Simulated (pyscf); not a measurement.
Optimised with ωB97X-D3(BJ)/def2-SVP in PySCF.

**Question.** For the elementary gas-phase step H₂N–In(Cl)–Cl + hydrogen (H₂) → Cl–InH–Cl + ammonia (NH₃) (singlet surface; In–N, H–H broken, H–In, H–N formed), what barrier and reaction energy does ωB97M-D3(BJ)/def2-TZVP give, measured from the separated reactants?

**Answer.** ΔE‡ = 19.3 kcal/mol, ΔE = -5.3 kcal/mol. Zero-point energy shifts the barrier by +2.4 kcal/mol. It is a four-centre exchange, with an imaginary mode of 1344i cm⁻¹. On the product side the descent ends in an adduct with a In–N contact, 29.7 kcal/mol under the separated species and 51.6 kcal/mol under the saddle at ωB97X-D3(BJ)/def2-TZVP. What is counted as broken (In–N) persists as a longer contact in the product adduct; parting that adduct is a step of its own. At the saddle there is also a short H–In contact that neither side keeps. This is the saddle that the search found; another between the same sides may lie lower. Elements past Kr carry the def2 core potentials, without spin-orbit coupling.
